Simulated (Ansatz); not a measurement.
## How far each method lies from full CI for HAlGa⁺, triplet

Geometry: that of the HAlGa, doublet, kept fixed. The singlet lies 1.5 eV lower here.

```xyz
3

Al    0.0000    0.0000    0.3496
Ga    0.0000    0.0000   -2.3209
H     0.0000    0.0000    1.9714
```

Basis 6-31G (Cartesian d functions); Ansatz 0.2.0. Correlated methods freeze the noble-gas cores and the filled d shells of p-block atoms, which leaves 6 electrons in 25 orbitals. Prefix R: restricted or restricted open-shell reference; prefix U: unrestricted. Active spaces: valence = (6e, 9o) chosen from the atoms' valence shells. No spin–orbit coupling is included, and no scalar relativity.

Full CI is exact within this basis and frozen core; it isn't the basis-set limit. The frozen core follows each run's orbitals, which can shift R against U totals by a few meV for light atoms and by up to 0.1 eV past Ca.

For open shells CISD and CISDTQ are restricted-active-space CI with the open shells as a complete middle space.

The UHF ⟨S²⟩ is 2.043. The T1 diagnostic (RCCSD) is 0.0594 and the largest doubles amplitude (RCCSD) is 0.125.

| level | E − E(full CI) (kJ/mol) | share of correlation (%) | wall time |
| --- | --- | --- | --- |
| RHF | 197.4 | 0.00 | – |
| RMP2 | 73.1 | 62.98 | – |
| CISD | 15.0 | 92.42 | 2.3 s |
| RCCSD | 8.0 | 95.97 | – |
| RCCSD(T) | 2.8 | 98.58 | 4.6 s |
| BCCD(T) | 2.4 | 98.79 | 4.5 s |
| RCCSDT | 0.3 | 99.86 | – |
| CISDTQ | 0.2 | 99.88 | 5.5 s |
| RCCSDT(Q) | 0.0 | 99.99 | 8.5 s |
| CASSCF (valence space) | 29.1 | 85.25 | – |
| NEVPT2 (valence space) | 7.9 | 96.00 | 5.5 s |
| MRCISD (valence space) | 0.5 | 99.75 | – |
| MRCISD+Q (valence space) | 0.2 | 99.91 | 7.5 s |

The correlation energy at full CI, counted from RHF, is -2.046 eV. That run took 13 s on 1 thread of Intel Xeon Platinum 8259CL, shared host over 1,322,100 determinants.

Run but not shown, since their state or frozen core can't be matched to the reference's or they repeat it: UHF, UMP2, UCCSD, UCCSD(T), UCCSDT, UCCSDT(Q).

Times hold each run's SCF and search for its determinant on a shared host, so for small cases they say little of a method's own cost; they ran on 1 thread of Intel Xeon Platinum 8259CL.

The full-CI state has the irrep B1 of C2v, in the program's axes (one component, if the state is degenerate).

Natural occupations of full CI about the gap: 1.947 1.912 1.000 0.971 0.054 0.047 0.026 0.018 0.013 0.004; effectively unpaired electrons, Σ n²(2−n)², 2.06.
